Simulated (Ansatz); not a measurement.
Silicon tetrachloride (`Cl[Si](Cl)(Cl)Cl`): measurement beside calculation (Ansatz, PBE0-D4/def2-TZVP geometry).

Z-matrix (Å, degrees):
```
Si
Cl 1 2.021
Cl 1 2.022 2 109.5
Cl 1 2.021 2 109.5 3 120.0
Cl 1 2.022 2 109.5 3 -120.0
```

Enthalpy of formation at 298 K: -158.4 kcal/mol (zero for an element's reference state; older measured values of the G2 set, as listed by Staroverov and co-workers, J. Chem. Phys. 119, 12129, 2003). With their computed zero-point and thermal terms and the atoms' enthalpies of Curtiss and co-workers (1997) it gives an electronic atomization energy of 383.4 kcal/mol.

```
             level  atomization (kcal/mol)  error  error per bond
       LDA (SPW92)                   444.8   61.4            15.3
            PBE-D4                   393.4   10.1             2.5
         revPBE-D4                   383.1   -0.3            -0.1
           BLYP-D4                   372.7  -10.6            -2.7
         r2SCAN-D4                   392.1    8.7             2.2
            B97M-V                   396.5   13.1             3.3
           PBE0-D4                   388.5    5.1             1.3
          B3LYP-D4                   374.9   -8.4            -2.1
        r2SCANh-D4                   389.0    5.6             1.4
        r2SCAN0-D4                   384.6    1.2             0.3
          HSE06-D4                   388.8    5.4             1.4
          BHLYP-D4                   367.6  -15.8            -3.9
      CAM-B3LYP-D4                   376.2   -7.2            -1.8
           ωB97X-V                   389.2    5.8             1.5
           ωB97M-V                   391.1    7.8             1.9
            B2PLYP                   373.6   -9.8            -2.4
          PBE-QIDH                   388.9    5.5             1.4
               PBE                   387.2    3.9             1.0
            revPBE                   367.8  -15.5            -3.9
              BLYP                   359.3  -24.1            -6.0
            r2SCAN                   390.7    7.4             1.8
              PBE0                   383.1   -0.2            -0.1
             B3LYP                   364.6  -18.8            -4.7
           r2SCANh                   387.5    4.1             1.0
           r2SCAN0                   382.9   -0.5            -0.1
             HSE06                   383.7    0.4             0.1
             BHLYP                   358.4  -24.9            -6.2
         CAM-B3LYP                   370.6  -12.8            -3.2
           LC-ωPBE                   378.6   -4.8            -1.2
RPA@PBE/def2-TZVPP                   333.6  -49.8           -12.4
     HF/def2-TZVPP                   283.8  -99.5           -24.9
    MP2/def2-TZVPP                   393.2    9.8             2.5
SCS-MP2/def2-TZVPP                   378.3   -5.1            -1.3
   CCSD/def2-TZVPP                   359.5  -23.9            -6.0
CCSD(T)/def2-TZVPP                   369.5  -13.8            -3.5
     HF/def2-QZVPP                   284.6  -98.8           -24.7
    MP2/def2-QZVPP                   403.6   20.2             5.1
SCS-MP2/def2-QZVPP                   389.0    5.6             1.4
      HF/CBS(def2)                   284.7  -98.7           -24.7
     MP2/CBS(def2)                   410.8   27.5             6.9
    CCSD/CBS(def2)                   377.1   -6.3            -1.6
 CCSD(T)/CBS(def2)                   387.1    3.8             0.9
```

Functionals use def2-TZVPP; B3LYP here is the variant with VWN-RPA as its local correlation; programs differ in this. The calculations leave out spin–orbit coupling, scalar relativity and, for the correlated methods, core correlation; together these are worth up to about 1 kcal/mol a heavy atom. HSE06 is defined as in plane-wave codes. CBS adds triple-zeta CCSD(T) − MP2 to the MP2 limit. T1 = 0.012.
